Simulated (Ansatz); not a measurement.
Process, species as SMILES: CN (CH3-NH2) + [H][H] (H2) → C (CH4) + N (NH3)
B3LYP-D3(BJ)/def2-TZVP geometries, fixed; electronic energies without zero-point terms.

Basis-set convergence of the energy of full hydrogenation at PBE0 with Ansatz (a first-principles code). Cartesian d functions, on some or all atoms, in 6-31G*, 6-31+G*; all else is spherical. The program fits the integrals of some runs and decomposes those of others, by size. No added dispersion term, no relativity. Functions are those of the species that has most. Reference: the value in aug-pcseg-3, -26.96 kcal/mol, itself unsure by roughly 0.02 kcal/mol (its mean distance from aug-cc-pVQZ, def2-QZVPPD, pcseg-3). Deviations are taken from unrounded values.

| basis | functions | energy of full hydrogenation (kcal/mol) |
|---|---|---|
| 6-31G* | 40 | -23.81 |
| 6-31+G* | 48 | -25.34 |
| cc-pVDZ | 53 | -24.58 |
| aug-cc-pVDZ | 91 | -26.77 |
| def2-SVP | 53 | -24.49 |
| def2-SVPD | 80 | -26.24 |
| pcseg-1 | 53 | -25.66 |
| aug-pcseg-1 | 91 | -26.02 |
| 6-311G** | 66 | -25.92 |
| 6-311+G** | 74 | -26.68 |
| def2-TZVP | 92 | -26.19 |
| def2-TZVPD | 119 | -26.44 |
| cc-pVTZ | 130 | -26.55 |
| aug-cc-pVTZ | 207 | -27.02 |
| pcseg-2 | 130 | -27.00 |
| aug-pcseg-2 | 207 | -27.06 |
| def2-TZVPP | 132 | -26.80 |
| def2-TZVPPD | 159 | -26.98 |
| cc-pVQZ | 260 | -26.68 |
| aug-cc-pVQZ | 390 | -26.92 |
| def2-QZVPP | 264 | -26.91 |
| def2-QZVPPD | 291 | -26.97 |
| pcseg-3 | 285 | -26.96 |
| aug-pcseg-3 | 415 | -26.96 |

What the diffuse functions change, pair by pair:
- 6-31G* to 6-31+G*: 8 more functions, deviation 3.15 to 1.62 kcal/mol
- cc-pVDZ to aug-cc-pVDZ: 38 more functions, deviation 2.38 to 0.19 kcal/mol
- def2-SVP to def2-SVPD: 27 more functions, deviation 2.47 to 0.72 kcal/mol
- pcseg-1 to aug-pcseg-1: 38 more functions, deviation 1.30 to 0.93 kcal/mol
- 6-311G** to 6-311+G**: 8 more functions, deviation 1.04 to 0.27 kcal/mol
- def2-TZVP to def2-TZVPD: 27 more functions, deviation 0.77 to 0.51 kcal/mol
- cc-pVTZ to aug-cc-pVTZ: 77 more functions, deviation 0.41 to -0.06 kcal/mol
- pcseg-2 to aug-pcseg-2: 77 more functions, deviation -0.05 to -0.10 kcal/mol
- def2-TZVPP to def2-TZVPPD: 27 more functions, deviation 0.16 to -0.02 kcal/mol
- cc-pVQZ to aug-cc-pVQZ: 130 more functions, deviation 0.27 to 0.04 kcal/mol
- def2-QZVPP to def2-QZVPPD: 27 more functions, deviation 0.05 to -0.02 kcal/mol
- pcseg-3 to aug-pcseg-3: 130 more functions, deviation 0.00 to 0.00 kcal/mol

Leaving out the reference's own pair, they bring the value nearer the reference by more than 0.02 kcal/mol in 10 of 11 pairs.
